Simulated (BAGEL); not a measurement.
# HF/6-31G(d) (density fitting with qzvpp-jkfit, spherical functions) run of Si2H6 (disilane)

Aim: the energy change on altering one bond length of Si2H6 (disilane) at HF/6-31G* (density fitting with qzvpp-jkfit, spherical functions), from 2 runs. 

Program for the calculation: BAGEL 1.2.2.

1 further run of the same task is left out (set aside as unsound or not needed). Runs told in other sessions of the task aren't counted.

## Step 1: The structure to begin with

Si2H6 has 8 atoms, charge 0, and is taken as a singlet. As SMILES, `[SiH3][SiH3]`. The coordinates come from a PBE0-D4/def2-TZVP relaxation.

Bond lengths: Si1–Si2 2.338 Å, Si1–H3 1.488 Å, Si1–H4 1.488 Å, Si1–H5 1.488 Å, Si2–H6 1.488 Å, Si2–H7 1.488 Å, Si2–H8 1.488 Å. Some angles: Si1–Si2–H6 110.3°, Si1–Si2–H7 110.3°, Si1–Si2–H8 110.3°, Si2–Si1–H3 110.3°, Si2–Si1–H4 110.3°, Si2–Si1–H5 110.3°, H6–Si2–H7 108.7°, H6–Si2–H8 108.7°, H7–Si2–H8 108.7°, H3–Si1–H4 108.7°.

## Step 2: The energy at HF/6-31G(d) (density fitting with qzvpp-jkfit, spherical functions)

The input, calc.json:

```json
{ "bagel" : [

{
  "title" : "molecule",
  "basis" : "6-31gs.json",
  "df_basis" : "qzvpp-jkfit",
  "angstrom" : true,
  "geometry" : [
    { "atom" : "Si", "xyz" : [      -0.340500,       0.490200,      -1.004900 ] },
    { "atom" : "Si", "xyz" : [       0.363500,      -0.504400,       0.991000 ] },
    { "atom" : "H", "xyz" : [       0.833900,       0.948200,      -1.794900 ] },
    { "atom" : "H", "xyz" : [      -1.112900,      -0.483900,      -1.821900 ] },
    { "atom" : "H", "xyz" : [      -1.208000,       1.664100,      -0.717900 ] },
    { "atom" : "H", "xyz" : [       1.139000,       0.468600,       1.806300 ] },
    { "atom" : "H", "xyz" : [       1.228100,      -1.680500,       0.704000 ] },
    { "atom" : "H", "xyz" : [      -0.811000,      -0.959200,       1.782600 ] }
  ]
},

{
  "title" : "hf"
},

{
  "title" : "print",
  "file" : "orbitals.molden",
  "orbitals" : true
}

]}
```

The basis set 6-31G* is read from a file made from the Basis Set Exchange's data (not shown).

Launch:

```console
$ BAGEL_NUM_THREADS=1 BAGEL calc.json > calc.out
```

Log:

```text
* using 1 threads per process

  ===============================================================
  ===============================================================

  *** Geometry ***

  { "atom" : "Si", "xyz" : [     -0.643452,      0.926344,     -1.898986 ] },
  { "atom" : "Si", "xyz" : [      0.686915,     -0.953178,      1.872719 ] },
  { "atom" : "H", "xyz" : [      1.575843,      1.791838,     -3.391869 ] },
  { "atom" : "H", "xyz" : [     -2.103076,     -0.914438,     -3.442892 ] },
  { "atom" : "H", "xyz" : [     -2.282789,      3.144693,     -1.356634 ] },
  { "atom" : "H", "xyz" : [      2.152398,      0.885526,      3.413412 ] },
  { "atom" : "H", "xyz" : [      2.320773,     -3.175685,      1.330367 ] },
  { "atom" : "H", "xyz" : [     -1.532568,     -1.812625,      3.368626 ] },

  Number of auxiliary basis functions:      364

  Since a DF basis is specified, we compute 2- and 3-index integrals:
    o Being stored without compression. Storage requirement is 0.007 GB

  Number of basis functions:       48
  Number of electrons      :       34

    * METHOD: MOLECULE                             0.33

  *** RHF ***

  === Nuclear Repulsion ===
    90.7730811600

      * DIIS with orbital gradients will be used.

  === RHF iteration (6-31gs.json) ===
      0       -581.26121962          0.01074213           0.06
      1       -581.29904642          0.00315100           0.08
      2       -581.30244881          0.00051847           0.07
      3       -581.30254723          0.00010199           0.06
      4       -581.30255300          0.00001175           0.06
      5       -581.30255311          0.00000131           0.06
      6       -581.30255311          0.00000019           0.06
      7       -581.30255311          0.00000004           0.06
      8       -581.30255311          0.00000001           0.07
    * SCF iteration converged.

    * Permanent dipole moment:
           (    0.000060,    -0.000065,    -0.000070) a.u.

    * METHOD: HF                                   0.86

    * METHOD: PRINT                                0.02

  ===============================================================
```

Wall time 1.9 s (1 thread of AMD EPYC, shared host); peak memory 0.08 GiB.

## Step 3: The distorted shape at the same level

The input, input.json:

```json
{ "bagel": [

{
  "title": "molecule",
  "basis": "6-31gs.json",
  "df_basis": "qzvpp-jkfit",
  "angstrom": true,
  "geometry": [
    { "atom": "Si", "xyz": [   -0.080242,    0.138019,   -1.091003 ] },
    { "atom": "Si", "xyz": [    0.623758,   -0.856581,    0.904897 ] },
    { "atom": "H", "xyz": [    1.094158,    0.596019,   -1.881003 ] },
    { "atom": "H", "xyz": [   -0.852642,   -0.836081,   -1.908003 ] },
    { "atom": "H", "xyz": [   -1.208000,    1.664100,   -0.717900 ] },
    { "atom": "H", "xyz": [    1.399258,    0.116419,    1.720197 ] },
    { "atom": "H", "xyz": [    1.488358,   -2.032681,    0.617897 ] },
    { "atom": "H", "xyz": [   -0.550742,   -1.311381,    1.696497 ] }
  ]
},
{
  "title": "hf",
  "charge": 0
},
{
  "title": "print",
  "file": "orbitals.molden",
  "orbitals": true
}

]}
```

The basis set 6-31G* is read from a file made from the Basis Set Exchange's data (not shown).

Launch:

```console
$ BAGEL_NUM_THREADS=1 BAGEL input.json > input.out
```

Log:

```text
* using 1 threads per process

  ===============================================================
  ===============================================================

  *** Geometry ***

  { "atom" : "Si", "xyz" : [     -0.151635,      0.260818,     -2.061697 ] },
  { "atom" : "Si", "xyz" : [      1.178732,     -1.618703,      1.710008 ] },
  { "atom" : "H", "xyz" : [      2.067659,      1.126313,     -3.554581 ] },
  { "atom" : "H", "xyz" : [     -1.611260,     -1.579964,     -3.605603 ] },
  { "atom" : "H", "xyz" : [     -2.282789,      3.144693,     -1.356634 ] },
  { "atom" : "H", "xyz" : [      2.644214,      0.220000,      3.250701 ] },
  { "atom" : "H", "xyz" : [      2.812589,     -3.841210,      1.167656 ] },
  { "atom" : "H", "xyz" : [     -1.040752,     -2.478151,      3.205915 ] },

  Number of auxiliary basis functions:      364

  Since a DF basis is specified, we compute 2- and 3-index integrals:
    o Being stored without compression. Storage requirement is 0.007 GB

  Number of basis functions:       48
  Number of electrons      :       34

    * METHOD: MOLECULE                             0.33

  *** RHF ***

  === Nuclear Repulsion ===
    89.3137342268

      * DIIS with orbital gradients will be used.

  === RHF iteration (6-31gs.json) ===
      0       -581.21889848          0.01057263           0.05
      1       -581.25717854          0.00315907           0.05
      2       -581.26059243          0.00065006           0.05
      3       -581.26074983          0.00009937           0.05
      4       -581.26075529          0.00001347           0.05
      5       -581.26075541          0.00000227           0.04
      6       -581.26075541          0.00000044           0.06
      7       -581.26075542          0.00000012           0.06
      8       -581.26075542          0.00000002           0.06
      9       -581.26075542          0.00000001           0.04
    * SCF iteration converged.

    * Permanent dipole moment:
           (   -0.224318,     0.304652,     0.016677) a.u.

    * METHOD: HF                                   0.73

    * METHOD: PRINT                                0.03

  ===============================================================
```

It took 1.6 s on 1 thread of AMD EPYC, shared host; peak memory 0.08 GiB.

## Step 4: Outcome

Level: HF/6-31G* (density fitting with qzvpp-jkfit, spherical functions).

| quantity | value |
| --- | --- |
| first shape: total energy | -581.30255 Eh |
| first shape: dipole moment | 0.00 D |
| first shape: HOMO energy | -11.01 eV |
| first shape: LUMO energy | 3.83 eV |
| first shape: HOMO–LUMO gap | 14.84 eV |
| distorted shape: total energy | -581.26076 Eh |
| distorted shape: dipole moment | 0.96 D |
| distorted shape: HOMO energy | -10.87 eV |
| distorted shape: LUMO energy | 2.88 eV |
| distorted shape: HOMO–LUMO gap | 13.75 eV |
| energy change with the Si1–H5 bond stretched from 1.488 to 1.934 Å | 1.137 eV |

What this shows: With the Si1–H5 bond stretched from 1.488 to 1.934 Å the energy rises by 1.14 eV (110 kJ/mol). The first shape isn't relaxed at this level, so the change isn't measured from a minimum.
